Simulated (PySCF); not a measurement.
## Partial charges of P3H5

P3H5.
Z-matrix (Å and degrees, PBE0-D3(BJ)/def2-TZVP geometry), rows numbered from 1:
```
P 
P   1  2.2271
P   2  2.2270  1   94.63
H   1  1.4222  2   93.29  3    85.99
H   1  1.4218  2   93.67  3   178.30
H   2  1.4239  1   92.64  3    92.75
H   3  1.4219  2   93.40  1   -87.56
H   3  1.4218  2   93.63  1  -179.92
```

The species is `PPP` (P3H5).

Density: PBE0/pcSseg-2 (PySCF); schemes: Mulliken, IAO, Hirshfeld and ESP-fitted. Isolated species at its PBE0-D3(BJ)/def2-TZVP geometry (one conformer only).

Do the Mulliken, IAO, Hirshfeld and ESP-fitted schemes agree on where the charge is highest?

The schemes don't all agree: Mulliken P1 (+0.043); IAO P1 and P3 (+0.016); Hirshfeld P3 (+0.026); ESP-fitted H6 (+0.213).

At which atom do the 4 schemes differ most?

At P2: from -0.269 (ESP-fitted) to +0.016 e (Hirshfeld), 0.285 e apart.

For which atoms does the sign change between the 4 schemes (beyond +0.03 e in one, beyond −0.03 e in another)?

P1 and P3. Atomic charges aren't observables, and each scheme defines them in its own way.

What partial charge does each atom carry?

In e:

```
atom                  environment  Mulliken     IAO  Hirshfeld  ESP-fitted
  P1  three-coordinate phosphorus    +0.043  +0.016     +0.025      -0.225
  P2  three-coordinate phosphorus    -0.021  +0.007     +0.016      -0.269
  P3  three-coordinate phosphorus    +0.042  +0.016     +0.026      -0.222
  H4                 P–H hydrogen    -0.013  -0.010     -0.014      +0.145
  H5                 P–H hydrogen    -0.016  -0.004     -0.012      +0.108
  H6                 P–H hydrogen    -0.006  -0.011     -0.016      +0.213
  H7                 P–H hydrogen    -0.013  -0.010     -0.014      +0.140
  H8                 P–H hydrogen    -0.016  -0.004     -0.012      +0.110
```

Mean size of the charges over all atoms: ESP-fitted 0.179 e, Mulliken 0.021 e, Hirshfeld 0.017 e, IAO 0.010 e. Each set sums to the total charge, 0, to within 0.001 e. The Hirshfeld scheme weights the molecular density at each point by an atom's share of the summed free-atom densities.

How many electrons does the ESP-fitted scheme count on P3?

Z − q = 15 − (-0.222) = 15.222.

Sum the charges by element.

```json
{"element": "P", "atoms": "3", "Mulliken": "+0.064", "IAO": "+0.039", "Hirshfeld": "+0.068", "ESP-fitted": "-0.716"}
{"element": "H", "atoms": "5", "Mulliken": "-0.064", "IAO": "-0.039", "Hirshfeld": "-0.067", "ESP-fitted": "+0.716"}
```

The run behind these numbers computed NMR shieldings as well. On one thread of an Arm Neoverse N1, no GPU (shared host), this took 26 s of wall time (grids of density and orbitals included) and 0.78 GiB of memory at its peak.
